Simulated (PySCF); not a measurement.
**The first ionisation energy along the alkali metals**

Calculated with PySCF 2.14 from differences of total energies of unrestricted determinants, without spin-orbit coupling. Values in eV. The last column holds reference values (NIST; (s) semi-empirical, (t) theoretical, else measured). Unmarked ones compare directly (S terms, centres of terms, or small fine structure); those marked * lie between the lowest fine-structure levels and include a spin-orbit shift.

```json
{"element": "Li (x2c-TZVPPall with one added diffuse shell each of s, p type, spin-free X2C)", "configurations": "[He] 2s1 → 1s2", "LDA": "5.472", "PBE": "5.587", "r2SCAN": "5.388", "MP2 (valence and next inner shell)": "5.369", "CCSD (valence and next inner shell)": "5.374", "CCSD(T) (valence and next inner shell)": "5.375", "reference": "5.392"}
{"element": "K (x2c-TZVPPall with one added diffuse shell each of s, p, d type, spin-free X2C)", "configurations": "[Ar] 4s1 → [Ar]", "LDA": "4.536", "PBE": "4.456", "r2SCAN": "4.258", "MP2 (valence and next inner shell)": "4.256", "CCSD (valence and next inner shell)": "4.255", "CCSD(T) (valence and next inner shell)": "4.266", "reference": "4.341"}
{"element": "Rb (x2c-TZVPPall with one added diffuse shell each of s, p, d, f type, spin-free X2C)", "configurations": "[Kr] 5s1 → [Kr]", "LDA": "4.393", "PBE": "4.281", "r2SCAN": "4.066", "MP2 (valence and next inner shell)": "4.106", "CCSD (valence and next inner shell)": "4.098", "CCSD(T) (valence and next inner shell)": "4.123", "reference": "4.177"}
{"element": "Cs (x2c-TZVPPall with one added diffuse shell each of s, p, d type, spin-free X2C)", "configurations": "[Xe] 6s1 → [Xe]", "LDA": "4.105", "PBE": "3.974", "r2SCAN": "3.771", "MP2 (valence and next inner shell)": "3.813", "CCSD (valence and next inner shell)": "3.809", "CCSD(T) (valence and next inner shell)": "3.839", "reference": "3.894"}
```

```tsv
method	elements	mean error (eV)	mean absolute error (eV)	largest error (eV)
LDA	4	0.175	0.175	0.215
PBE	4	0.124	0.124	0.195
r2SCAN	4	-0.080	0.080	-0.123
MP2 (valence and next inner shell)	4	-0.064	0.064	-0.084
CCSD (valence and next inner shell)	4	-0.067	0.067	-0.085
CCSD(T) (valence and next inner shell)	4	-0.050	0.050	-0.074
```

Errors include the incompleteness of the basis and the frozen core.

"Valence" correlates the outer s and p shells and, in groups 3 to 12 and the f block, the outer d or f shell, open or full, or the next shell where the ion has no valence electron left; the wider scheme adds the next inner shell.
